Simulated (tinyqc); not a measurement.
Orbital energy against energy difference: ionisation energy by orbital energies and by energy differences in the cc-pvdz basis, for H2O, spin multiplicity 1. Computed by the program tinyqc with PySCF. 

Geometry (angstrom):
```
atom       x        y       z
O     0.0000   0.0000  0.0000
H     0.0000   0.7740  0.5150
H     0.0000  -0.7280  0.4840
```

CCSD(T) difference in the same basis = 12.1400 eV

IP-EOM-CCSD = 11.9831 eV

The cation is unrestricted; errors are against CCSD(T) in this basis, not against experiment.

First vertical ionisation energy (eV):
```
method     -e(HOMO)  E(cation) - E  error of -e(HOMO)  error of the difference
HF          13.4702      10.933528             1.3301                  -1.2065
LDA          6.2974      12.845729            -5.8426                   0.7057
PBE          6.1903      12.481158            -5.9497                   0.3411
B3LYP        7.9031      12.515158            -4.2369                   0.3751
PBE0         8.2784      12.398961            -3.8617                   0.2589
CAM-B3LYP    9.8034      12.513169            -2.3366                   0.3731
LC-wPBE     11.2879      12.568669            -0.8522                   0.4286
```

Koopmans errs by +1.33 eV and Delta-HF by -1.21 eV: relaxation, 2.54 eV, lowers the value and the missing correlation difference works against it. The PBE level is off by -5.9 eV through the wrong tail of its potential, though its energy difference is off by +0.34 eV; exact exchange deepens the level, and among the orbital energies LC-wPBE comes closest; among the differences PBE0 does.
